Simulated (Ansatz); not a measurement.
How far each method lies from full CI for GeC⁺, quartet

Geometry: a point of a stretch scan, not a stationary point.

```yaml
atoms:
  - { symbol: Ge, position_ang: [0.0000, 0.0000, 0.0000] }
  - { symbol: C, position_ang: [0.0000, 0.0000, 4.1690] }
```

Basis cc-pVDZ; Ansatz 0.2.0. Only valence electrons are correlated (noble-gas cores and the filled d shells of p-block atoms frozen), which leaves 7 electrons in 26 orbitals. Prefix R: restricted or restricted open-shell reference; prefix U: unrestricted. Active spaces: pair = (5e, 5o) about the gap; valence = (7e, 8o) chosen from the atoms' valence shells. No spin–orbit coupling is included, and no scalar relativity.

Full CI is exact within this basis and frozen core; it isn't the basis-set limit. The frozen core follows each run's orbitals, which can shift R against U totals by a few meV for light atoms and by up to 0.1 eV past Ca.

For open shells CISD is restricted-active-space CI with the open shells as a complete middle space.

The UHF ⟨S²⟩ is 3.765. The T1 diagnostic (RCCSD) is 0.0204. The largest doubles amplitude (RCCSD) is 0.122.

```tsv
level	E − E(RHF) (eV)
RMP2	-2.4605
RCCSD	-3.4651
RCCSD(T)	-3.5083
```

(1) Estimate how far full CI in cc-pVDZ lies from RCCSD(T). The table doesn't fix it; the size of (T) and the diagnostics are the guide.

(1) Full CI in cc-pVDZ lies 24 meV below RCCSD(T), which is 56 % of the (T) step (-43 meV). More than one determinant leads, and the rest is a large part of (T).

The other levels:

```
    level  E − E(full CI) (meV)  share of correlation (%)  wall time
     CISD                   226                     93.59      5.5 s
  BCCD(T)                    24                     99.33       12 s
   RCCSDT                     7                     99.80          –
RCCSDT(Q)                     6                     99.84       19 s
```

The correlation energy at full CI, counted from RHF, is -3.532 eV. That run took 3.4 min on 1 thread of Arm Neoverse V2, shared host over 5,352,180 determinants.

Run but not shown, since their state, orbitals or frozen core can't be matched to the reference's or they repeat it: UHF, UMP2, UCCSD, UCCSD(T), UCCSDT, UCCSDT(Q), CASSCF (pair space), NEVPT2 (pair space), MRCISD (pair space), MRCISD+Q (pair space), CASSCF (valence space), NEVPT2 (valence space), MRCISD (valence space), MRCISD+Q (valence space).

Times hold each run's SCF and search for its determinant on a shared host, so for small cases they say little of a method's own cost; they ran on 1 thread of Arm Neoverse V2.

The full-CI state has the irrep A2 of C2v, in the program's axes (one component, if the state is degenerate).

Natural occupations of full CI about the gap: 1.929 1.918 0.960 0.628 0.593 0.434 0.398 0.064 0.009 0.007; effectively unpaired electrons, Σ n²(2−n)², 3.36. No single determinant describes this state well, so single-reference rows can miss without a flag.
